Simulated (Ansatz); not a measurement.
**Two structures, one formula**

Two relaxed structures of CH3NS, singlet (PBE0-D4/def2-TZVP; forces vanish, vibrations not checked).

A:

| atom | x (Å) | y (Å) | z (Å) |
| --- | --- | --- | --- |
| N1 | -0.6174 | -0.0354 | -0.3870 |
| C2 | 0.4943 | 0.1290 | 0.3324 |
| S3 | 1.5628 | -1.0373 | 0.7260 |
| H4 | -0.8471 | -0.9527 | -0.7342 |
| H5 | -1.2316 | 0.7334 | -0.5909 |
| H6 | 0.6390 | 1.1629 | 0.6536 |

B:

```csv
atom,x (Å),y (Å),z (Å)
N1,2.2987,-0.5097,1.8277
C2,1.4925,-0.1935,1.0768
S3,-1.2311,0.6586,-1.2912
H4,-1.3656,-0.5857,-1.7757
H5,-2.2233,0.4829,-0.4046
H6,0.7313,0.0979,0.3734
```

Ansatz 0.2.0; basis: def2-TZVPP; cores frozen in the correlated methods. B3LYP uses VWN-RPA correlation.

Problem. Which structure is lower at CCSD(T), and by how much? (To be estimated.)

Solution. The calculation gives: A, by 56.0 kJ/mol (electronic energy, against the other). By their contacts, A is CH₃NS ([NH2][CH][S]) and B is a complex of HCN ([CH][N]) + H₂S.

All methods give the same order:

```json
{"method": "PBE-D4", "E(B) − E(A) (kJ/mol)": "105.7"}
{"method": "r2SCAN-D4", "E(B) − E(A) (kJ/mol)": "103.3"}
{"method": "PBE0-D4", "E(B) − E(A) (kJ/mol)": "107.6"}
{"method": "B3LYP-D4", "E(B) − E(A) (kJ/mol)": "82.5"}
{"method": "wB97M-V", "E(B) − E(A) (kJ/mol)": "76.7"}
{"method": "HF", "E(B) − E(A) (kJ/mol)": "44.0"}
{"method": "MP2", "E(B) − E(A) (kJ/mol)": "61.1"}
{"method": "CCSD", "E(B) − E(A) (kJ/mol)": "51.6"}
{"method": "CCSD(T)", "E(B) − E(A) (kJ/mol)": "56.0"}
```

T1 diagnostic: at most 0.018.

Labels in which every atom is bracketed show which atoms are joined, not bond orders.

For scale, one of the runs: CCSD(T)/def2-TZVPP, 146 basis functions, launched by `ansatz run in.yaml --threads 2 --pin off --events-out ev --progress --plain --max-ram 4352MiB`. The run took 13 s on 2 CPU threads of an Arm Neoverse V1 (shared host), with 0.87 GiB of host memory at its peak.
